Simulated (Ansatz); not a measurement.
# BH5O: the cost of one run

All numbers below are computed with Ansatz 0.2.0 (RKS B3LYP/6-31G*).

**1. Starting point**

Bond lengths: B1–O2 1.760 Å, O2–H3 1.010 Å, B1–H4 1.190 Å, B1–H5 1.190 Å. Angles: B1–O2–H3 109.5°, O2–B1–H4 120.0°, O2–B1–H5 120.0°, H4–B1–H5 120.0°.

Structure file:

```xyz
7

B     0.0000    0.0000    0.0000
O     0.0000    0.0000    1.7600
H    -0.9095   -0.2814    2.0971
H     1.0305    0.0000   -0.5950
H    -1.0305    0.0000   -0.5950
H     0.0668    1.4124    0.4698
H     0.0544    1.1498    1.3187
```

**2. Pulling towards end A**

Springs on the bonds that form and break draw the guess towards this end; the thresholds are loose.

The input, input.yaml:

```yaml
crystal:
  periodic: [false, false, false]
  atoms:
    - { symbol: B, position_ang: [0.0, 0.0, 0.0] }
    - { symbol: O, position_ang: [0.0, 0.0, 1.76] }
    - { symbol: H, position_ang: [-0.9095, -0.2814, 2.0971] }
    - { symbol: H, position_ang: [1.0305, 0.0, -0.595] }
    - { symbol: H, position_ang: [-1.0305, 0.0, -0.595] }
    - { symbol: H, position_ang: [0.0668, 1.4124, 0.4698] }
    - { symbol: H, position_ang: [0.0544, 1.1498, 1.3187] }
basis:
  gaussian: { orbitals: "6-31G*" }
hamiltonian:
  xc: b3lyp
relax:
  f_tol: 0.15
  max_steps: 25
  restrain:
    - { distance: [0, 5], at: 2.39, k: 30.0 }
    - { distance: [6, 1], at: 2.21, k: 30.0 }
    - { distance: [0, 1], at: 1.41, k: 30.0 }
    - { distance: [6, 5], at: 0.66, k: 30.0 }
output:
  orbitals: {}
```

Run with:

```
> ansatz run input.yaml --threads 1 --pin off --max-ram 2048MiB --backend cpu --events-out ev --progress --plain --runs-dir out
```

**Question.** How long does this run take on 1 thread of Arm Neoverse V1, shared host, and how much memory does it need?

About 10 s, with a peak of 0.1 GiB.
